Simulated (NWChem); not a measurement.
## Ionisation of O

```xyz
1

O      0.0000     0.0000     0.0000
```
Charge 0, spin multiplicity 3.

All runs are NWChem calculations.

Basis set: def2-TZVP. −ε marks an orbital energy of the parent.

B3LYP has NWChem's definition, with VWN1-RPA local correlation. No SCF solution was tested for a lower state.

Task: Order these methods by the first vertical ionisation energy they give, lowest first: −ε(beta HOMO) of PBE, −ε(beta HOMO) of B3LYP, −ε(beta HOMO) of r2SCAN, G0W0@PBE0.

Result: −ε(beta HOMO) of PBE (7.45 eV), −ε(beta HOMO) of r2SCAN (7.82 eV), −ε(beta HOMO) of B3LYP (9.16 eV), G0W0@PBE0 (13.23 eV)
